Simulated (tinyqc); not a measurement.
MP2 on RHF in the sto-3g basis, for H2O, spin multiplicity 1, step by step (part 2 of 2). Computed by tinyqc, a small Python program that keeps every step (integrals from PySCF). Command: `OMP_NUM_THREADS=1 python tinyqc.py 28310 28311 out.jsonl` (the two numbers bound the seeds that draw the settings). One thread of a shared host (Intel(R) Xeon(R) Processor @ 2.60GHz), about 0.1 s of CPU time with the checks.

Geometry (angstrom):
```
atom        x         y        z
O     0.00000   0.00000  0.00000
H     0.00000   0.70000  0.55900
H     0.00000  -0.70000  0.55900
```

## Integrals over molecular orbitals

coefficients C:
```
             MO1       MO2       MO3       MO4      MO5       MO6       MO7
1O 1s    0.99398  -0.23049   0.00000   0.10716  0.00000  -0.14005   0.00000
1O 2s    0.02798   0.81108   0.00000  -0.55976  0.00000   0.99646   0.00000
1O 2px   0.00000   0.00000   0.00000   0.00000  1.00000   0.00000   0.00000
1O 2py   0.00000   0.00000   0.61239   0.00000  0.00000   0.00000   1.02340
1O 2pz   0.00506   0.15459   0.00000   0.78541  0.00000   0.75728   0.00000
2H 1s   -0.00670   0.16121   0.44184   0.25407  0.00000  -0.84420  -0.90253
3H 1s   -0.00670   0.16121  -0.44184   0.25407  0.00000  -0.84420   0.90253
```

core Hamiltonian H = T + V (hartree):
```
            1O 1s     1O 2s    1O 2px    1O 2py    1O 2pz     2H 1s     3H 1s
1O 1s   -32.79670  -7.63074   0.00000   0.00000  -0.02212  -2.02660  -2.02660
1O 2s    -7.63074  -9.40237   0.00000   0.00000  -0.25338  -4.15478  -4.15478
1O 2px    0.00000   0.00000  -7.51263   0.00000   0.00000   0.00000   0.00000
1O 2py    0.00000   0.00000   0.00000  -7.68870   0.00000  -2.15287   2.15287
1O 2pz   -0.02212  -0.25338   0.00000   0.00000  -7.62491  -1.81008  -1.81008
2H 1s    -2.02660  -4.15478   0.00000  -2.15287  -1.81008  -5.34943  -1.95415
3H 1s    -2.02660  -4.15478   0.00000   2.15287  -1.81008  -1.95415  -5.34943
```

Given earlier and not repeated: Two-electron integrals (ij|kl) in chemists' order.

(pq|rs) = sum C_ip C_jq C_kr C_ls (ij|kl), one index at a time.

one-electron integrals over orbitals h = C^T H C (hartree):
```
           1         2         3         4         5         6         7
1  -32.77851   0.55477   0.00000  -0.24730   0.00000   0.32320   0.00000
2    0.55477  -7.75058   0.00000   0.37544   0.00000  -1.44520   0.00000
3    0.00000   0.00000  -6.53917   0.00000   0.00000   0.00000  -1.67797
4   -0.24730   0.37544   0.00000  -7.13659   0.00000  -0.98445   0.00000
5    0.00000   0.00000   0.00000   0.00000  -7.51263   0.00000   0.00000
6    0.32320  -1.44520   0.00000  -0.98445   0.00000  -5.35945   0.00000
7    0.00000   0.00000  -1.67797   0.00000   0.00000   0.00000  -5.63004
```

Two-electron integrals over orbitals (pq|rs), unique and non-zero (hartree):
```
(11|11) 4.74340    (21|11) -0.41232   (21|21) 0.05724    (22|11) 1.00246
(22|21) -0.01189   (22|22) 0.73665    (31|31) 0.01139    (32|31) 0.01844
(32|32) 0.14945    (33|11) 0.82082    (33|21) -0.00433   (33|22) 0.66052
(33|33) 0.65223    (41|11) 0.19098    (41|21) -0.02262   (41|22) 0.01792
(41|33) 0.00693    (41|41) 0.02913    (42|11) -0.11717   (42|21) 0.00975
(42|22) 0.01720    (42|33) 0.00797    (42|41) 0.01882    (42|42) 0.11910
(43|31) -0.00402   (43|32) 0.01475    (43|43) 0.04499    (44|11) 1.02179
(44|21) -0.01470   (44|22) 0.67862    (44|33) 0.61342    (44|41) -0.01237
(44|42) -0.10481   (44|44) 0.81320    (51|51) 0.02608    (52|51) 0.03218
(52|52) 0.14239    (53|53) 0.03014    (54|51) -0.01411   (54|52) -0.04795
(54|54) 0.05899    (55|11) 1.11533    (55|21) -0.01153   (55|22) 0.74673
(55|33) 0.64242    (55|41) 0.00531    (55|42) -0.06263   (55|44) 0.74156
(55|55) 0.88016    (61|11) -0.25297   (61|21) 0.03806    (61|22) 0.00010
(61|33) 4.45e-05   (61|41) -0.00192   (61|42) 0.02009    (61|44) -0.02072
(61|55) -0.00648   (61|61) 0.03389    (62|11) 0.32383    (62|21) -0.00676
(62|22) 0.14698    (62|33) 0.08135    (62|41) 0.01881    (62|42) 0.01750
(62|44) 0.09755    (62|55) 0.16420    (62|61) 0.00575    (62|62) 0.10500
(63|31) 0.00350    (63|32) -0.03890   (63|43) -0.02423   (63|63) 0.06724
(64|11) 0.19955    (64|21) -0.00172   (64|22) 0.08415    (64|33) 0.04141
(64|41) 0.00265    (64|42) -0.02515   (64|44) 0.11438    (64|55) 0.10317
(64|61) 0.00023    (64|62) 0.05911    (64|64) 0.05898    (65|51) 0.01672
(65|52) 0.06163    (65|54) -0.00485   (65|65) 0.04040    (66|11) 0.81544
(66|21) -0.00674   (66|22) 0.62558    (66|33) 0.58101    (66|41) 0.02249
(66|42) 0.06173    (66|44) 0.55149    (66|55) 0.59495    (66|61) 0.00815
(66|62) 0.09912    (66|64) 0.04171    (66|66) 0.60290    (71|31) 0.01585
(71|32) 0.02370    (71|43) -0.00580   (71|63) 0.00435    (71|71) 0.02214
(72|31) 0.01342    (72|32) 0.03339    (72|43) -0.03537   (72|63) 0.03714
(72|71) 0.01765    (72|72) 0.05917    (73|11) 0.35853    (73|21) -0.00788
(73|22) 0.12648    (73|33) 0.09142    (73|41) -0.00122   (73|42) -0.07551
(73|44) 0.16523    (73|55) 0.18378    (73|61) -0.00767   (73|62) 0.07885
(73|64) 0.06980    (73|66) 0.03534    (73|73) 0.15024    (74|31) -0.01036
(74|32) -0.07852   (74|43) 0.00876    (74|63) 0.03957    (74|71) -0.01407
(74|72) -0.01587   (74|74) 0.06882    (75|53) 0.02346    (75|75) 0.02379
(76|31) 0.00988    (76|32) 0.10193    (76|43) 0.04065    (76|63) -0.06155
(76|71) 0.01289    (76|72) -0.01322   (76|74) -0.05674   (76|76) 0.11479
(77|11) 0.87938    (77|21) -0.00957   (77|22) 0.63171    (77|33) 0.62364
(77|41) 0.00440    (77|42) -0.01010   (77|44) 0.61868    (77|55) 0.63052
(77|61) -0.00567   (77|62) 0.07171    (77|64) 0.03695    (77|66) 0.57321
(77|73) 0.09012    (77|77) 0.62868
```

## Second-order Moller-Plesset energy

orbital energies (hartree): MO1 -20.23817, MO2 -1.30544, MO3 -0.64854, MO4 -0.46485, MO5 -0.39801, MO6 0.67198, MO7 0.81366

Hartree-Fock energy = -74.9429355 hartree

E2 = sum_ijab (ia|jb) [2 (ia|jb) - (ib|ja)] / (e_i + e_j - e_a - e_b) over occupied i, j and virtual a, b; the opposite-spin part is (ia|jb)^2 / denominator, the rest is same-spin, and SCS-MP2 scales them by 6/5 and 1/3.

Terms:
```
i  j  a  b   (ia|jb)   (ib|ja)  denominator       term
3  3  7  7   0.15024   0.15024     -2.92439   -0.00772
2  2  6  6   0.10500   0.10500     -3.95484   -0.00279
2  3  6  7   0.07885   0.03714     -3.43962   -0.00276
3  2  7  6   0.07885   0.03714     -3.43962   -0.00276
3  4  7  6   0.06980   0.03957     -2.59903   -0.00269
4  3  6  7   0.06980   0.03957     -2.59903   -0.00269
4  4  7  7   0.06882   0.06882     -2.55702   -0.00185
3  3  6  6   0.06724   0.06724     -2.64104   -0.00171
4  4  6  6   0.05898   0.05898     -2.27367   -0.00153
4  2  6  6   0.05911   0.05911     -3.11425   -0.00112
2  4  6  6   0.05911   0.05911     -3.11425   -0.00112
2  2  7  7   0.05917   0.05917     -4.23819   -0.00083
5  5  6  6   0.04040   0.04040     -2.13998   -0.00076
5  5  7  7   0.02379   0.02379     -2.42333   -0.00023
4  3  7  6   0.03957   0.06980     -2.59903   -0.00014
3  4  6  7   0.03957   0.06980     -2.59903   -0.00014
4  2  7  7  -0.01587  -0.01587     -3.39761   -0.00007
2  4  7  7  -0.01587  -0.01587     -3.39761   -0.00007
3  2  6  7   0.03714   0.07885     -3.43962   4.94e-05
2  3  7  6   0.03714   0.07885     -3.43962   4.94e-05
1  1  6  6   0.03389   0.03389    -41.82030  -2.75e-05
2  1  7  7   0.01765   0.01765    -23.17092  -1.34e-05
1  2  7  7   0.01765   0.01765    -23.17092  -1.34e-05
1  1  7  7   0.02214   0.02214    -42.10365  -1.16e-05
1  4  7  7  -0.01407  -0.01407    -22.33033  -8.86e-06
4  1  7  7  -0.01407  -0.01407    -22.33033  -8.86e-06
3  1  7  6  -0.00767   0.00435    -22.37234  -6.75e-06
1  3  6  7  -0.00767   0.00435    -22.37234  -6.75e-06
3  1  6  7   0.00435  -0.00767    -22.37234  -3.18e-06
1  3  7  6   0.00435  -0.00767    -22.37234  -3.18e-06
1  2  6  6   0.00575   0.00575    -22.88757  -1.44e-06
2  1  6  6   0.00575   0.00575    -22.88757  -1.44e-06
1  4  6  6   0.00023   0.00023    -22.04698  -2.45e-09
4  1  6  6   0.00023   0.00023    -22.04698  -2.45e-09
```

Pair energies (hartree; pair i-j sums ij and ji):
```
pair  opposite spin  same spin
1-1       -3.91e-05    0.00000
2-1       -2.98e-05    0.00000
2-2        -0.00361    0.00000
3-1       -6.95e-06  -1.29e-05
3-2        -0.00442   -0.00101
3-3        -0.00943    0.00000
4-1       -1.77e-05    0.00000
4-2        -0.00239    0.00000
4-3        -0.00495   -0.00070
4-4        -0.00338    0.00000
5-5        -0.00100    0.00000
```

MP2 correlation energy = -0.0310079 hartree

SCS-MP2 correlation energy = -0.0357118 hartree

MP2 total energy = -74.9739434 hartree
